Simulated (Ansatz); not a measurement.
C3H4F2O, SMILES `C=C(O)C(F)F` from Hartree–Fock to CCSD(T)

```xyz
10

C    -1.3934   -0.1745    0.5878
C    -0.0947    0.0312    0.4169
O     0.7438    0.3104    1.4369
C     0.5237    0.0037   -0.9441
F     0.9410    1.2449   -1.3071
F     1.6456   -0.7751   -0.9183
H    -1.8429   -0.1370    1.5709
H    -2.0258   -0.3704   -0.2663
H     1.6556    0.2469    1.1328
H    -0.1531   -0.3803   -1.7095
```

The species carries charge 0 and has multiplicity 1. All single points use the PBE0-D4/def2-TZVP geometry. It is one conformer, not always the lowest. Frozen core, restricted reference, Ansatz. CBS rows extrapolate triple and quadruple zeta; past MP2 they add the triple-zeta difference.

```json
{"basis": "def2-TZVPP", "HF (Eh)": "-389.81415", "MP2 corr.": "-1.21569", "CCSD corr.": "-1.23764", "(T)": "-0.04641", "CCSD(T) total": "-391.09820"}
{"basis": "def2-QZVPP", "HF (Eh)": "-389.83135", "MP2 corr.": "-1.31520", "CCSD corr.": "–", "(T)": "–", "CCSD(T) total": "–"}
{"basis": "CBS(def2)", "HF (Eh)": "-389.83372", "MP2 corr.": "-1.38891", "CCSD corr.": "-1.41086", "(T)": "as TZ", "CCSD(T) total": "-391.29099"}
```
